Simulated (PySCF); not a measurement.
Method: PySCF energies plus ideal-gas RRHO corrections (1 bar). 'Table' is the NASA 1993 thermochemical table (part measured, part estimated). All species are closed-shell singlets. The harmonic model lacks anharmonicity and excited electronic states, which grow with temperature; levels with a mode under 35 cm⁻¹ are left out. Internal rotation in Si(CH₃)₄ is treated as a harmonic vibration of one conformer, which makes the entropy rough. The table's entry may be an old estimate for Si(CH₃)₄ (not checked at source).

Harmonic frequencies at PBE/def2-SVP (cm⁻¹): 142, 162, 163, 163, 178, 178, 222, 222, 222, 568, 651, 651, 651, 673, 673, 673, 794, 794, 848, 848, 848, 1212, 1212, 1212, 1226, 1377, 1377, 1377, 1382, 1382, 1397, 1397, 1397, 2968, 2968, 2968, 2969, 3064, 3064, 3065, 3065, 3065, 3066, 3066, 3066. Point group Td; S°(298 K) = 359.8 J/mol/K at this level.

Q: Work out Cp and S° of gaseous Si(CH₃)₄ at 500, 800, 1200, 1600, 2000 K from these, and set them beside the table.

A: 
| T (K) | Cp PBE/def2-SVP | Cp table | S° PBE/def2-SVP | S° table |
|---|---|---|---|---|
| 500 | 211.4 | 193.4 | 452.9 | 446.3 |
| 800 | 270.2 | 253.1 | 566.1 | 551.1 |
| 1200 | 319.2 | 302.1 | 685.7 | 664.0 |
| 1600 | 348.4 | 332.5 | 781.9 | 755.3 |
| 2000 | 366.1 | 351.9 | 861.7 | 831.8 |
Units J/mol/K.
